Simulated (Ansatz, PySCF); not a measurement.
Species: CF$_{3}$, charge 0, multiplicity 2. It need not be the lowest isomer of its formula. 
Structure (B3LYP-D3(BJ)/def2-TZVP (Ansatz, a first-principles code) minimum search):
```xyz
4

C      0.0017    -0.0026     0.3251
F     -0.0171     1.2604    -0.0619
F      1.0990    -0.6148    -0.0830
F     -1.0831    -0.6438    -0.0717
```
Charge 0, spin multiplicity 2.

Total electronic energies in hartree. Valence correlation only, unless marked. Open shells are spin-unrestricted. Spin-orbit coupling is left out. Non-relativistic. CBS marks a two-point X^-3 extrapolation of the correlation energy; Hartree-Fock from the larger set. The bracket is a focal-point correction in the basis named.

```json
[
 {"level": "HF/aug-cc-pVDZ", "program": "Ansatz", "energy (Eh)": "-336.17181"},
 {"level": "HF-D3(BJ)/def2-TZVPD", "program": "PySCF + dftd3", "energy (Eh)": "-336.29703"},
 {"level": "RI-HF/aug-cc-pVTZ", "program": "Ansatz", "energy (Eh)": "-336.26855"},
 {"level": "PBE0/def2-SVP", "program": "Ansatz", "energy (Eh)": "___"},
 {"level": "B2PLYP/def2-TZVPD", "program": "Ansatz", "energy (Eh)": "___"},
 {"level": "MP2/aug-cc-pVTZ", "program": "Ansatz", "energy (Eh)": "-337.16824"},
 {"level": "SCS-MP2/aug-cc-pVTZ", "program": "Ansatz", "energy (Eh)": "-337.13996"},
 {"level": "CCSD(T)/aug-cc-pVDZ", "program": "Ansatz", "energy (Eh)": "-336.91706"},
 {"level": "RI-MP2/CBS(aug-cc-pVTZ,aug-cc-pVQZ)+[CCSD(T)-MP2]/aug-cc-pVTZ", "program": "Ansatz", "energy (Eh)": "-337.3435"}
]
```

### Question
Some entries are withheld; supply them.

### Answer

- PBE0/def2-SVP, energy (Eh): -336.98173
- B2PLYP/def2-TZVPD, energy (Eh): -337.53296
